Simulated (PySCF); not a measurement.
Gas-phase reaction: 3 AlH₃ + 2 C₃H₇ (n-propyl) → 3 AlH(CH₃)₂ + H₂

Computed with PySCF and rigid-rotor harmonic-oscillator thermochemistry at 1 bar. † marks an energy on the PBE0/def2-TZVP geometry and frequencies; other levels use their own. MP2 and CCSD(T) freeze the core. 6-31G* has spherical d functions here. Open shells (unrestricted): C₃H₇ (n-propyl) (multiplicity 2); the rest are closed-shell singlets. B3LYP is the form with VWN-RPA correlation. No R ln 2 is added for the mirror-image form of C₃H₇ (n-propyl). Methyl groups turn as free rotors in AlH(CH₃)₂. AlH₃, AlH(CH₃)₂: computed as isolated molecules; such fragments, hydroxides, amides, oligomers or adducts are transient or little studied in the gas. MP2 isn't extrapolated to the basis-set limit; its ΔH°(298 K) is -535.7 kJ in def2-SVP and -602.0 kJ in def2-TZVPP. CCSD(T) isn't extrapolated to the basis-set limit. The harmonic model lacks anharmonicity and excited electronic states, which grow with temperature; levels with a mode under 35 cm⁻¹ are left out. Internal rotation in C₃H₇ (n-propyl) is treated as a harmonic vibration of one conformer, which makes the entropy rough.

```
level              ΔE electronic, kJ  ΔH°(298 K), kJ  ΔS°(298 K), J/K  ΔG°(1200 K), kJ
-----------------  -----------------  --------------  ---------------  ---------------
B3LYP/6-31G*                    -534            -509             -134             -351
CCSD(T)/def2-SVP†               -519            -498             -135             -341
MP2/def2-SVP†                   -557            -536             -135             -379
PBE/def2-TZVP†                  -596            -574             -135             -417
PBE0/def2-QZVP†                 -587            -566             -135             -409
LDA/def2-TZVP†                  -655            -634             -135             -476
```
ΔH° is lowest at LDA/def2-TZVP† and highest at CCSD(T)/def2-SVP†. No reference value is set beside these.
